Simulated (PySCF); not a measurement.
Compound: C2H4N (doublet state).
Numbering: `[H]/[C:1]=[N:2]/[CH3:3]` (hydrogens: H4 on C1; H5, H6, H7 on C3)

Theory: UKS B3LYP, pcH-1 on C H N, non-relativistic, mean-field spin-orbit, GIAO (PySCF). Geometry: GFN2-xTB; no solvent, vibrations or thermal averaging. The geometry wasn't refined by DFT: couplings that depend on bond lengths, twists or pyramidal angles can differ widely from those at the functional's own minimum.

Q: Match the computed a_iso(13C) values +223.4, +75.6 MHz with the sites C1; C3.

A: 
```json
{"site": "C1", "a_iso (MHz)": "+223.4", "ρ(0) (bohr⁻³)": "+0.1987", "position": "largest spin population", "distance from C1 (Å)": "0.00", "spin population": "+0.66", "largest |T| (MHz)": "104.8"}
{"site": "C3", "a_iso (MHz)": "+75.6", "ρ(0) (bohr⁻³)": "+0.0673", "position": "2 bonds from C1", "distance from C1 (Å)": "2.40", "spin population": "+0.01", "largest |T| (MHz)": "10.4"}
```

Q: Match the computed a_iso(1H) values +213.1, +7.8 MHz (means over equivalent nuclei) with the sites H4; H5/H6/H7.

A: 
```
    site  a_iso (MHz)  ρ(0) (bohr⁻³)         position  distance from C1 (Å)  bound to  spin population there  largest |T| (MHz)
      H4       +213.1        +0.0477   1 bond from C1                  1.08        C1                  +0.66               28.9
H5/H6/H7         +7.8        +0.0017  3 bonds from C1                  2.94        C3                  +0.01                8.4
```

ρ(0) is the spin density at the nucleus and T the dipolar tensor; entries for several nuclei are means. Largest spin populations (Mulliken): C1 (+0.66), N2 (+0.22) and H4 (+0.07).

Nuclei that the bonding pattern makes equivalent are averaged, as if the motion that swaps them (rotation, inversion, ring flip) were fast. The three 1H nuclei of mean +7.8 MHz run from -5.2 to 33.4 MHz in the frozen geometry.
